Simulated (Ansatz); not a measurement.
**C3H5FO: one species, many methods**

The task here is to estimate one member of a computed series from the others.

Program: Ansatz 0.2.0, Gaussian basis. Level of theory: functionals in def2-TZVPP, the program's frozen cores in correlated methods. These are calculated values, not measurements.

Plan: PBE-D4, r2SCAN-D4, PBE0-D4, B3LYP-D4, ωB97X-V, ωB97M-V, B2PLYP; CCSD(T)/def2-TZVPP; MP2/def2-QZVPP; extrapolation to the limit.

### The geometry

The geometry comes from an earlier relaxation with PBE0-D4 in a triple-zeta def2 set; it is a stationary point, not always the lowest conformer.

SMILES `C/C(F)=C\O`, 10 atoms, charge 0, spin multiplicity 1.

Atoms are counted from 1 here; the program's logs count them from 0.

Bond lengths: C1–C2 1.479 Å, C1–H6 1.094 Å, C1–H7 1.092 Å, C1–H8 1.094 Å, C2–F3 1.354 Å, C2–C4 1.327 Å, C4–O5 1.357 Å, C4–H9 1.082 Å, O5–H10 0.961 Å. Angles: C2–C1–H6 110.7°, C2–C1–H7 112.1°, C2–C1–H8 110.7°, H6–C1–H7 107.7°, H6–C1–H8 107.7°, H7–C1–H8 107.7°, C1–C2–F3 112.8°, C1–C2–C4 129.8°, F3–C2–C4 117.3°, C2–C4–O5 126.9°, C2–C4–H9 120.4°, O5–C4–H9 112.7°, C4–O5–H10 109.8°.

The first run:

Input file in.yaml:

```yaml
crystal:
  periodic: [false, false, false]
  atoms:
    - {symbol: C, position_ang: [0.972092, -0.320738, 0.703207]}
    - {symbol: C, position_ang: [-0.208143, -0.603990, -0.142219]}
    - {symbol: F, position_ang: [-0.446638, -1.929393, -0.284772]}
    - {symbol: C, position_ang: [-1.033712, 0.233526, -0.756842]}
    - {symbol: O, position_ang: [-0.975705, 1.589537, -0.745790]}
    - {symbol: H, position_ang: [1.873831, -0.763055, 0.269992]}
    - {symbol: H, position_ang: [1.148674, 0.750868, 0.816389]}
    - {symbol: H, position_ang: [0.840900, -0.743599, 1.703374]}
    - {symbol: H, position_ang: [-1.860368, -0.144428, -1.344248]}
    - {symbol: H, position_ang: [-0.227831, 1.879974, -0.215991]}
basis:
  gaussian: {orbitals: def2-TZVPP}
hamiltonian: {xc: pbe, dispersion: d4}
output: {forces: true, orbitals: {seedname: orbitals}}
```

Run with:

```
$ ansatz run in.yaml --threads 4 --pin off --events-out ev --progress --plain --max-ram 10444MiB
```

Among the steps run: PBE-D4 (GGA); r2SCAN-D4 (meta-GGA); PBE0-D4 (hybrid); B3LYP-D4 (hybrid); ωB97X-V (range-separated); ωB97M-V (range-separated); B2PLYP (double hybrid); CCSD(T) in def2-TZVPP; MP2 in def2-QZVPP.

One of the session's tables, all rows but one given; the rest of the session is left out.

| method | atomisation energy (kJ/mol) |
| --- | --- |
| PBE-D4 | 4198.4 |
| r2SCAN-D4 | 4077.9 |
| PBE0-D4 | 4088.3 |
| B3LYP-D4 | 4058.3 |
| ωB97X-V | 4059.9 |
| ωB97M-V | ? |
| B2PLYP | 4020.6 |
| HF/def2-TZVPP | 2886.7 |
| MP2/def2-TZVPP | 4046.0 |
| CCSD/def2-TZVPP | 3880.4 |
| CCSD(T)/def2-TZVPP | 3950.4 |
| MP2/CBS | 4150.6 |
| CCSD(T)/CBS | 4055.0 |

Estimate the missing values for ωB97M-V.

**Answer.** atomisation energy (kJ/mol): 4070.9. In the column «atomisation energy (kJ/mol)» it lies between ωB97X-V (4059.9) and r2SCAN-D4 (4077.9).

Limits of these values: Free atoms (3 C, 1 F, 1 O, 5 H) were run apart at each level; the atomisation energy is their sum less the molecule, without zero-point or spin-orbit terms.
